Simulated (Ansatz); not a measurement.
# BH4N: the cost of one run

Program: Ansatz 0.2.0, Gaussian basis. Level of theory: the settings change from run to run. These are calculated values, not measurements.

10 further runs of the same task are left out: 1 for a known fault of the program, 2 that didn't finish, 7 set aside as unsound or not needed.

**1. The geometry**

The geometry is a PBE0/def2-TZVP stationary point (not a proven minimum) with its atoms shifted at random (size 0.100 Å).

6 atoms, charge 0, spin multiplicity 1.

Atoms are counted from 1 here; the program's logs count them from 0.

Bond lengths: B1–N2 1.383 Å, B1–H3 1.181 Å, B1–H4 1.277 Å, N2–H5 0.979 Å, N2–H6 1.135 Å. Angles: N2–B1–H3 118.5°, N2–B1–H4 118.2°, H3–B1–H4 122.0°, B1–N2–H5 130.6°, B1–N2–H6 121.5°, H5–N2–H6 104.0°.

As a file:

```xyz
6
BH4N
B     0.0862    0.0057    0.7657
N    -0.0787    0.0141   -0.6077
H    -0.0020    1.0286    1.3495
H     0.0811   -1.1205    1.3677
H    -0.0220    0.7486   -1.2518
H     0.1115   -0.9138   -1.2329
```

**2. CISD/cc-pVDZ**

Contents of in.yaml:

```yaml
crystal:
  periodic: [false, false, false]
  atoms:
    - {symbol: B, position_ang: [0.086207, 0.005717, 0.765667]}
    - {symbol: N, position_ang: [-0.078667, 0.014091, -0.607710]}
    - {symbol: H, position_ang: [-0.002047, 1.028571, 1.349495]}
    - {symbol: H, position_ang: [0.081062, -1.120506, 1.367709]}
    - {symbol: H, position_ang: [-0.021997, 0.748616, -1.251818]}
    - {symbol: H, position_ang: [0.111533, -0.913823, -1.232852]}
basis:
  gaussian: {orbitals: cc-pVDZ}
correlation: {active_space: {ras: {orbitals: [8, 0, 40], electrons: 16, max_holes: 2, max_particles: 2}, fixed_orbitals: true}}
scf: {lower_state_search: full}
output: {forces: true}
```

Started as:

```
$ ansatz run in.yaml --threads 1 --pin off --events-out ev --progress --plain --max-ram 2176MiB
```

What time and memory should one allow on 1 thread of Arm Neoverse V1, shared host?

About 6.5 s, with a peak of 0.29 GiB.
